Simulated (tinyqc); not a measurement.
MP2 on RHF in the sto-6g basis, frozen core, for BH3, spin multiplicity 1, step by step. One step of it, computed by the program tinyqc.

Problem. Orthogonalisation. S = U s U^T; symmetric (Loewdin) form X = U s^(-1/2) U^T, so that X^T S X = 1.

overlap S, lower triangle:
```
           1B 1s     1B 2s     1B 2px     1B 2py     1B 2pz     2H 1s     3H 1s     4H 1s
1B 1s   1.000000
1B 2s   0.264891  1.000000
1B 2px  0.000000  0.000000   1.000000
1B 2py  0.000000  0.000000   0.000000   1.000000
1B 2pz  0.000000  0.000000   0.000000   0.000000   1.000000
2H 1s   0.061509  0.449913   0.470247   0.000000  -0.015157  1.000000
3H 1s   0.061442  0.449674  -0.235138   0.407043  -0.015146  0.094026  1.000000
4H 1s   0.061442  0.449674  -0.235138  -0.407043  -0.015146  0.094026  0.094032  1.000000
```

Give: eigenvalues of S; X.

Solution.

eigenvalues of S: 0.2848  0.3751  0.3754  0.9531  1.0015  1.5305  1.5308  1.9486

X, lower triangle:
```
          1B 1s    1B 2s   1B 2px   1B 2py  1B 2pz    2H 1s    3H 1s   4H 1s
1B 1s    1.0317
1B 2s   -0.1720   1.3754
1B 2px   0.0000   0.0001   1.1869
1B 2py   0.0000   0.0000   0.0000   1.1867
1B 2pz   0.0011  -0.0114   0.0000   0.0000  1.0004
2H 1s    0.0244  -0.3154  -0.3355   0.0000  0.0104   1.2382
3H 1s    0.0244  -0.3152   0.1677  -0.2903  0.0104  -0.0159   1.2378
4H 1s    0.0244  -0.3152   0.1677   0.2903  0.0104  -0.0159  -0.0159  1.2378
```
